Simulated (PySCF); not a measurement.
hydrogen sulfide cation (H2S), SMILES S (connectivity only; charge and spin as stated), charge +1, multiplicity 2. Atoms are numbered in the order given.

```xyz
3

S      0.0000     0.0000     0.1044
H      0.0000    -0.9877    -0.8354
H      0.0000     0.9877    -0.8354
```
Charge +1, spin multiplicity 2.

Geometry optimised at PBE0-D3(BJ)/def2-TZVPD. The spin state was assumed, not searched.

Calculation: PBE0/pcH-1 run with PySCF.

Unrestricted Kohn–Sham, ⟨S²⟩ = 0.755. Hyperfine tensors hold the contact and dipolar terms, without spin-orbit corrections.

Estimate the hyperfine couplings. (An estimate is asked for; the answer gives what the named calculation found.)


```
nucleus    A(iso) (MHz)  A(iso) (G)  dipolar principal values (MHz)
---------  ------------  ----------  ------------------------------
33S no. 1          32.6        11.6            -102.4, -96.1, 198.5
1H no. 2          -56.4       -20.1               -23.6, -1.5, 25.1
1H no. 3          -56.4       -20.1               -23.6, -1.5, 25.1
```

And the g tensor (effective nuclear charges for spin-orbit coupling, GIAO)? (An estimate is asked for; the answer gives what the named calculation found.)

principal values 2.0024, 2.0144, 2.0290; isotropic 2.0153.
